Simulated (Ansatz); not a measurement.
Reaction: C2H3N (acetonitrile, SMILES N#CC) → C2H3N (SMILES [C-]#[N+]C)
Each species at its own B3LYP-D3(BJ)/def2-TZVP minimum (Ansatz, a program for electronic structure).

Total energies in hartree (Ansatz). Open shells are spin-unrestricted; no spin-orbit coupling. Cores are frozen in correlated methods. No relativity.

| species | HF/cc-pVTZ | CCSD(T)/cc-pVTZ | HF/cc-pVQZ | CCSD(T)/cc-pVQZ | CCSD(T)/cc-pVDZ | CCSDT(Q)/cc-pVDZ |
|---|---|---|---|---|---|---|
| 1: C2H3N (SMILES CC#N) | -131.97382 | -132.52744 | -131.98271 | -132.56554 | -132.39798 | -132.40002 |
| 2: C2H3N (SMILES C[N+]#[C-]) | -131.94224 | -132.48885 | -131.95127 | -132.52698 | -132.35912 | -132.36101 |

Work out the isomerisation energy (electronic) in kJ/mol: take Hartree-Fock from cc-pVQZ, extrapolate the CCSD(T) correlation energy as X^-3 (X = 3, 4), and add CCSDT(Q) - CCSD(T) in cc-pVDZ. 1 hartree = 2625.5 kJ/mol.


Species 1: correlation (64·(-0.58283) - 27·(-0.55362))/37 = -0.60415; step -0.00204; E1 = -131.98271 + (-0.60415) + (-0.00204) = -132.58890
Species 2: correlation (64·(-0.57571) - 27·(-0.54661))/37 = -0.59695; step -0.00189; E2 = -131.95127 + (-0.59695) + (-0.00189) = -132.55011
-1·E1 +1·E2 = 0.03879 hartree = 101.8 kJ/mol.
